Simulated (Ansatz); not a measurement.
A nudged elastic band was laid between two geometries of Al2H3S (6 atoms, charge 0, multiplicity 2).

These are results of Ansatz, UKS B3LYP-D4/def2-SVP, not measurements.

* movable images: 7
* climbing image: yes
* spring: 5.0 eV/Å²
* optimiser: quadratic models (default)
* start path: through a guess of the saddle point
* force threshold: 0.03 eV/Å
* iteration limit: 56
* end points: relaxed

Initial state:

```xyz
6
Properties=species:S:1:pos:R:3
Al -2.127 -0.421 -0.670
Al 0.206 0.457 -0.048
S 1.356 -0.752 1.404
H -2.530 -1.364 -1.904
H 0.763 1.911 -0.374
H 2.332 0.168 1.592
```

Final state:

```xyz
6
Properties=species:S:1:pos:R:3
Al -1.889 -0.428 -0.489
Al 0.336 0.807 -0.113
S 1.846 0.042 1.310
H -2.217 -1.533 -1.608
H 0.630 2.293 -0.589
H 1.294 -1.182 1.489
```

Which bonds break or form, and what moves?

No bond is made or broken. The dihedral H5–Al2–S3–H6 goes from -2 to 180°.

What energy profile does the band end with?

The forces met the threshold. The highest image is number 7 of 0 to 8, 0.247 eV above the ends, which have the same energy within 2 meV. A vibrational analysis at the climbing image gives one clearly imaginary mode, 293i cm⁻¹: a first-order saddle point.

```json
{"image": "0", "path coordinate (Å)": "0.00", "energy (eV)": "0.000", "dihedral H5–Al2–S3–H6 (°)": "-2"}
{"image": "1", "path coordinate (Å)": "0.28", "energy (eV)": "0.008", "dihedral H5–Al2–S3–H6 (°)": "4"}
{"image": "2", "path coordinate (Å)": "0.56", "energy (eV)": "0.030", "dihedral H5–Al2–S3–H6 (°)": "12"}
{"image": "3", "path coordinate (Å)": "0.84", "energy (eV)": "0.068", "dihedral H5–Al2–S3–H6 (°)": "23"}
{"image": "4", "path coordinate (Å)": "1.12", "energy (eV)": "0.118", "dihedral H5–Al2–S3–H6 (°)": "37"}
{"image": "5", "path coordinate (Å)": "1.40", "energy (eV)": "0.175", "dihedral H5–Al2–S3–H6 (°)": "54"}
{"image": "6", "path coordinate (Å)": "1.68", "energy (eV)": "0.225", "dihedral H5–Al2–S3–H6 (°)": "72"}
{"image": "7", "path coordinate (Å)": "1.96", "energy (eV)": "0.247", "dihedral H5–Al2–S3–H6 (°)": "91"}
{"image": "8", "path coordinate (Å)": "3.22", "energy (eV)": "0.001", "dihedral H5–Al2–S3–H6 (°)": "180"}
```

What is the geometry of the highest image?


```xyz
6
Properties=species:S:1:pos:R:3
Al -1.775 -0.540 -0.575
Al 0.380 0.734 -0.209
S 1.909 -0.560 0.811
H -2.370 -1.475 -1.731
H 0.583 2.307 -0.302
H 1.274 -0.465 2.006
```

What are the harmonic wavenumbers there?

293i, 58, 229, 273, 336, 403, 455, 570, 607, 1858, 1901, 2651 cm⁻¹.

The run took 11 min on 1 thread of Arm Neoverse V1 (shared host), peak memory 0.18 GiB.
